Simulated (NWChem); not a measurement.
## Basis-set dependence for hydrogen peroxide (H2O2)

```
O
H 1 0.9670
O 1 1.4185 2 101.03
H 3 0.9670 1 101.03 2 117.50
```
Charge 0, spin multiplicity 1.

The numbers come from NWChem runs, not from measurements. Structure: optimised with PBE0/def2-SVP, a minimum by its harmonic frequencies. It is one conformer; others weren't searched.

Hartree-Fock energies in Ha, correlation energies in mHa.

The correlated methods keep 2 core orbitals frozen. The Pople sets run with spherical d functions. Coupled-cluster values serve here as a point of comparison, not as the truth.

```tsv
basis	functions	RHF	MP2	SCS-MP2	RI-MP2	CCSD	CCSD+T(CCSD)	CCSD(T)	CR-CCSD[T]	CR-CCSD(T)
cc-pVDZ	38	-150.78559	-384.2	-375.9	-384.2	-398.4	-407.5	-407.2	-405.9	-405.7
6-311G**	48	-150.81834	-412.6	-404.1	not run	-423.5	-436.1	-435.7	-433.8	-433.5
cc-pVTZ	88	-150.83765	-494.5	-486.9	-494.5	-502.2	-520.7	-520.1	-517.3	-516.8
cc-pVQZ	170	-150.85002	-533.9	-529.0	-533.9	not run	not run	not run	not run	not run
```

From cc-pVTZ to cc-pVQZ the Hartree-Fock energy moves by -12.4 mHa and the MP2 correlation energy by -39.4 mHa, which is 7 % of its value in the larger set.
